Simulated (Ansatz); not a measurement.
Basis sets over 6 cases of the bond dissociation energy at PBE with Ansatz (Al to Cl present), each against its own reference: (a) the value in aug-cc-pV5Z; (b) the value in aug-pcseg-3; (c) the value in pcseg-4. By their distance from other large sets or by the extrapolation step the references are unsure by up to roughly 0.07 kcal/mol. B3LYP-D3(BJ)/def2-TZVP geometries; electronic energies; unrestricted open shells; no added dispersion term; no relativity. Cartesian d functions in some cases of 6-31G*, 6-31+G*. (X+d) sets on Al to Cl for cc-pVXZ and aug-cc-pVXZ. 

Cases are drawn at random; left out are references unsure by over 0.67 kcal/mol, doubtful singlets, and cases whose largest runs show a restricted determinant unstable towards unrestricted orbitals, <S^2> over 0.1 too high or, where CCSD(T) ran, T1 over 0.025 (0.045 for open shells). Sets are drawn from those converged to one state in every case.

Cases (SMILES) and reference values:
- ClO (OH-Cl) → [O]Cl (O-Cl) + H atom: 93.99 kcal/mol (c)
- C(Cl)Cl → Cl[CH]Cl + H atom: 96.80 kcal/mol (b)
- Cl (HCl) → Cl atom + H atom: 106.57 kcal/mol (a)
- ClF (F-Cl) → F atom + Cl atom: 72.55 kcal/mol (a)
- ClO (OH-Cl) → [OH] (OH) + Cl atom: 65.77 kcal/mol (c)
- S (H2S) → [SH] (SH) + H atom: 94.17 kcal/mol (a)

```
basis        functions over def2-SVP (largest species, mean of cases)  mean signed deviation (kcal/mol)  mean absolute  largest  within 2 kcal/mol
-----------  --------------------------------------------------------  --------------------------------  -------------  -------  -----------------
3-21G                                                             0.6                             -5.41          11.65    18.01             0 of 6
pcseg-0                                                           0.6                             -9.13          13.44    22.19             0 of 6
6-31G*                                                            0.9                             -2.11           2.93     5.04             1 of 6
def2-SVP                                                          1.0                             -1.76           2.00     4.57             4 of 6
6-31+G*                                                           1.1                             -2.77           3.52     5.62             1 of 6
aug-pcseg-1                                                       1.6                             -1.56           2.78     5.11             3 of 6
cc-pVTZ                                                           2.3                             -0.03           0.33     0.72             6 of 6
def2-TZVPD                                                        2.5                             -0.36           0.36     0.67             6 of 6
cc-pVQZ                                                           4.1                              0.08           0.14     0.36             6 of 6
pcseg-3                                                           4.2                              0.03           0.05     0.19             6 of 6
def2-QZVP                                                         4.3                             -0.08           0.13     0.30             6 of 6
def2-QZVPPD                                                       4.8                             -0.07           0.11     0.25             6 of 6
aug-cc-pVQZ                                                       5.8                              0.01           0.07     0.12             6 of 6
cc-pV5Z                                                           6.7                              0.00           0.04     0.07             6 of 6
```

Among the sets for which every case ran a larger relative (same family, alike in diffuse functions, listed or not), the smallest listed that holds all cases within 2 kcal/mol together with them is cc-pVTZ, at 2.3 times the functions of def2-SVP. Inside, though some case ran no larger relative to test it: pcseg-3, def2-QZVP, def2-QZVPPD, aug-cc-pVQZ, cc-pV5Z. Largest deviations of relatives not listed, over the cases that ran them: def2-TZVPPD 0.64, pcseg-4 0.07, aug-cc-pV5Z 0.00 kcal/mol. A case lies within its reference's uncertainty of the window's edge in def2-SVP. These figures hold for the cases listed.

Ansatz is a first-principles code.
